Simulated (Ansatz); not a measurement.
in.yaml

```yaml
crystal:
  periodic: [false, false, false]
  atoms:
    - {symbol: Sc, position_ang: [0.000000, 0.000000, 0.000000]}
    - {symbol: B, position_ang: [0.000000, 0.000000, 2.134400]}
basis:
  gaussian: {orbitals: def2-SVP}
total_charge: 1
magnetization: {spin_polarized: true, initial_magnetization: 3}
hamiltonian: {xc: {name: B3LYP}}
```

```sh
$ ansatz run in.yaml --threads 1 --pin off --events-out ev --progress --plain --max-ram 2393MiB
```

Problem. Roughly how long does this take on 1 thread of Arm Neoverse V1, shared host, and how much host memory?

Solution. 2.8 s wall and 0.11 GiB.

```
492 factors; integrals over basis functions are off by at most 9.3e-4 eV
mean field evaluation 1: about -21353.0076 eV, gradient 3.1e1 eV
mean field evaluation 2: about -21273.0069 eV, gradient 8.1e1 eV
mean field evaluation 4: about -21360.9827 eV, gradient 5.8e0 eV
mean field evaluation 8: about -21361.2481 eV, gradient 4.2e-1 eV
mean field evaluation 16: about -21361.2503 eV, gradient 6.1e-5 eV
mean field evaluation 32: about -21361.0832 eV, gradient 1.7e0 eV
mean field -21361.25028089 eV, -785.0114686474 hartree, gradient 9.5e-6 eV, S^2 3.752710; 3 other end points of the search recorded, 0 dependent functions left out
reference -21361.25055048 eV, -785.0114785546 hartree; 14, 11 occupied and 31, 34 virtual orbitals, 492 factors
Total energy: -21361.25055048 eV, -785.0114785546 hartree
```
